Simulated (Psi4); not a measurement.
# NO+ (SMILES N#[O+]): PBEsol/aug-cc-pVDZ-DK (sfX2C)

We compute a geometry optimisation of NO+. 

The results are computed with Psi4 1.11.

6 further runs of the same task are left out: 1 that didn't finish, 5 set aside as unsound or not needed.

### Step 1. The molecule

NO+: 2 atoms, total charge +1, spin state singlet. SMILES: `N#[O+]`. Geometry: the measured bond length. The run starts from this shape.

Bond lengths: N1–O2 1.063 Å.

### Step 2. A structure relaxation at PBEsol/aug-cc-pVDZ-DK (sfX2C)

The input, no.xyz:

```xyz
2
NO
N      0.000000     0.000000     0.000000
O      0.000000     0.000000     1.063220
```

The input, no.py:

```python
import psi4

psi4.set_memory(1600000000)
psi4.set_num_threads(1)
psi4.core.set_output_file('no.out', False)

with open('no.xyz') as f:
    atoms = ''.join(f.readlines()[2:])
molecule = psi4.geometry('1 1\n' + atoms + 'no_reorient\nno_com')

psi4.set_options({
    'scf_type': 'pk',
    'geom_maxiter': 50,
    'g_convergence': 'turbomole',
    'relativistic': 'x2c',
})

E = psi4.optimize('pbesol/aug-cc-pVDZ-DK', molecule=molecule)
print(f'total energy {E:.8f} hartree = {E * 27.211386:.5f} eV')
print(molecule.to_string(dtype='xyz', units='Angstrom'))
```

Launch:

```bash
$ python no.py
```

no.out:

```text
[...]
  Running in c2v symmetry.
[...]
  Nuclear repulsion =   27.871864522413048
[...]
  Multiplicity = 1
[...]
  Nalpha       = 7
  Nbeta        = 7
[...]
    Number of basis functions: 46
[...]
    WARNING: The X2C and Dirac Hamiltonians have substatially different eigenvalues!
             This is probably caused by the recontraction of the basis set.
[...]
   @RKS iter   1:  -129.06298984098592    2.17775e-01   3.33937e-03 ADIIS/DIIS
[...]
    WARNING: The X2C and Dirac Hamiltonians have substatially different eigenvalues!
             This is probably caused by the recontraction of the basis set.
[...]
    WARNING: The X2C and Dirac Hamiltonians have substatially different eigenvalues!
             This is probably caused by the recontraction of the basis set.
[...]
    WARNING: The X2C and Dirac Hamiltonians have substatially different eigenvalues!
             This is probably caused by the recontraction of the basis set.
[...]
    WARNING: The X2C and Dirac Hamiltonians have substatially different eigenvalues!
             This is probably caused by the recontraction of the basis set.
[...]
    WARNING: The X2C and Dirac Hamiltonians have substatially different eigenvalues!
             This is probably caused by the recontraction of the basis set.
[...]
   @RKS iter   9:  -129.06720636735199   -1.13687e-13   1.69910e-09 DIIS
[...]
    Orbital Energies [Eh]
    ---------------------
    Doubly Occupied:
       1A1   -19.335380     2A1   -14.569534     3A1    -1.668974
       4A1    -1.022895     1B1    -0.926450     1B2    -0.926450
       5A1    -0.845762
[...]
  @RKS Final Energy:  -129.06720636735199
   => Energetics <=
    Nuclear Repulsion Energy =             27.5036202660411071
    One-Electron Energy =                -224.4467309450253651
    Two-Electron Energy =                  82.2800254141306056
    DFT Exchange-Correlation Energy =     -14.4041211024983333
    Empirical Dispersion Energy =           0.0000000000000000
    VV10 Nonlocal Energy =                  0.0000000000000000
    Total Energy =                       -129.0672063673519858
[...]
 Multipole Moments:
 ------------------------------------------------------------------------------------
     Multipole            Electronic (a.u.)      Nuclear  (a.u.)        Total (a.u.)
 ------------------------------------------------------------------------------------
 L = 1.  Multiply by 2.5417464519 to convert [e a0] to [Debye]
 Dipole X            :          0.0000000            0.0000000            0.0000000
 Dipole Y            :          0.0000000            0.0000000            0.0000000
 Dipole Z            :        -15.1471308           16.0879186            0.9407878
 Magnitude           :                                                    0.9407878
[...]
    Final optimized geometry and variables:
    Molecular point group: c2v
    Full point group: C_inf_v
    Geometry (in Angstrom), charge = 1, multiplicity = 1:
    N            0.000000000000     0.000000000000    -0.007601848282
    O            0.000000000000     0.000000000000     1.070821848282
[...]
```

On the terminal:

```text
Some dependencies such as QCElemental have not yet finished migration to pydantic v2. If issues are encountered please downgrade pydantic or upgrade QCElemental as appropriate
Optimizer: Optimization complete!
total energy -129.06720910 hartree = -3512.09765 eV
2
1 1 NO
N                     0.000000000000     0.000000000000    -0.007601848282
O                     0.000000000000     0.000000000000     1.070821848282
```

Wall time 28 s (1 thread of AMD EPYC 7R43 (Zen 3), shared host); peak memory 0.31 GiB.

Step by step:

```csv
step,energy from the first frame kept (eV),largest force (eV/Å)
0,0.0000,2.4991
1,-0.0177,0.5511
2,-0.0186,0.0314
3,-0.0186,0.0018
```

After the run. Bond lengths: N1–O2 1.078 Å.

### Step 3. Summary of results

At PBEsol/aug-cc-pVDZ-DK (sfX2C):

```
               quantity          value
total energy at the end  -129.06721 Eh
            bond length        1.078 Å
```

In words: At the final geometry: Bond lengths: N1–O2 1.078 Å. The optimisation took 4 steps and changed the energy by -0.019 eV.
